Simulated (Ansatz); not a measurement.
Wavefunction ladder for `C=CC(C)CC`

```
atom   x (Å)   y (Å)   z (Å)
  C1  -2.197  -1.493   0.581
  C2  -0.979  -1.030   0.822
  C3  -0.120  -0.295  -0.158
  C4   1.168  -1.073  -0.413
  C5   0.152   1.126   0.348
  C6   0.913   2.003  -0.632
  H7  -2.669  -1.364  -0.388
  H8  -2.767  -2.017   1.339
  H9  -0.540  -1.181   1.809
 H10  -0.675  -0.219  -1.102
 H11   1.759  -1.153   0.504
 H12   0.948  -2.085  -0.758
 H13   1.788  -0.587  -1.170
 H14   0.702   1.064   1.295
 H15  -0.809   1.594   0.584
 H16   1.923   1.631  -0.816
 H17   0.397   2.056  -1.595
 H18   1.006   3.022  -0.250
```

Total charge 0; spin multiplicity 1. Geometry: relaxed with PBE0-D4/def2-TZVP. It is one conformer, not always the lowest. Frozen core, restricted reference, Ansatz. CBS rows extrapolate triple and quadruple zeta; past MP2 they add the triple-zeta difference.

```csv
basis,HF (Eh),MP2 corr.
def2-TZVPP,-234.26376,-1.03382
def2-QZVPP,-234.27473,-1.09788
```

Question: Estimate the CCSD correlation energy and the (T) correction in each basis where they were run (hartree).

Answer: 
```json
{"basis": "def2-TZVPP", "CCSD corr.": "-1.09697", "(T)": "-0.04546"}
{"basis": "CBS(def2)", "CCSD corr.": "-1.20847", "(T)": "as TZ"}
```
